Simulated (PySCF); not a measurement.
## `C#C[PH-]`: 4 charge schemes on one density

C₂H₂P (charge -1).
Atom-mapped SMILES: `[CH:1]#[C:2][PH-:3]` (hydrogens: H4 on C1; H5 on P3)

Structure used (GFN2-xTB), in Å, numbered top down from 1:
```xyz
5
C2H2P angstrom
C     -1.196   -0.140   -0.372
C     -0.031   -0.193   -0.046
P      1.630   -0.464    0.359
H     -2.209   -0.028   -0.636
H      1.815    0.828    0.806
```

Density: PBE0/pcSseg-1 (PySCF); schemes: Mulliken, IAO, Hirshfeld and ESP-fitted. Isolated species at its GFN2-xTB geometry, gas phase. The pcSseg-1 basis has no diffuse functions, a weakness for an anion. The HOMO energy is positive at this level (+0.84 eV), so the outermost electrons may be held by the finite basis alone.

Task: What partial charge does each atom carry?

Result: In e:

```json
{"atom": "C1", "environment": "terminal alkyne carbon", "Mulliken": "-0.477", "IAO": "-0.451", "Hirshfeld": "-0.287", "ESP-fitted": "-0.558"}
{"atom": "C2", "environment": "alkyne carbon", "Mulliken": "-0.060", "IAO": "-0.226", "Hirshfeld": "-0.186", "ESP-fitted": "+0.017"}
{"atom": "P3", "environment": "phosphorus bonded to C and H", "Mulliken": "-0.384", "IAO": "-0.409", "Hirshfeld": "-0.455", "ESP-fitted": "-0.741"}
{"atom": "H4", "environment": "alkyne hydrogen", "Mulliken": "-0.013", "IAO": "+0.149", "Hirshfeld": "+0.024", "ESP-fitted": "+0.212"}
{"atom": "H5", "environment": "P–H hydrogen", "Mulliken": "-0.066", "IAO": "-0.062", "Hirshfeld": "-0.096", "ESP-fitted": "+0.070"}
```

Mean size of the charges over all atoms: ESP-fitted 0.320 e, IAO 0.259 e, Hirshfeld 0.210 e, Mulliken 0.200 e. Each set sums to the total charge, -1, to within 0.001 e. The IAO scheme counts the electrons in orthogonalised intrinsic atomic orbitals, a minimal basis polarised so that it spans the occupied orbitals exactly. The Hirshfeld scheme divides the density at each point in proportion to the densities of the neutral, spherically averaged free atoms.

Lowest charge. The schemes don't all agree: Mulliken C1 (-0.477); IAO C1 (-0.451); Hirshfeld P3 (-0.455); ESP-fitted P3 (-0.741).

Highest charge. All schemes agree: Mulliken H4 (-0.013); IAO H4 (+0.149); Hirshfeld H4 (+0.024); ESP-fitted H4 (+0.212).

Task: Sum the charges by element, for elements with more than one atom.

Result: 
```csv
element,atoms,Mulliken,IAO,Hirshfeld,ESP-fitted
C,2,-0.537,-0.677,-0.474,-0.541
H,2,-0.079,+0.086,-0.072,+0.282
```

Task: How closely do the schemes follow one another over all atoms?

Result: Correlation coefficient and root-mean-square difference: Mulliken with ESP-fitted 0.95, 0.204 e; Hirshfeld with ESP-fitted 0.95, 0.228 e; IAO with Hirshfeld 0.92, 0.097 e; IAO with ESP-fitted 0.90, 0.201 e; Mulliken with IAO 0.88, 0.105 e; Mulliken with Hirshfeld 0.82, 0.109 e.
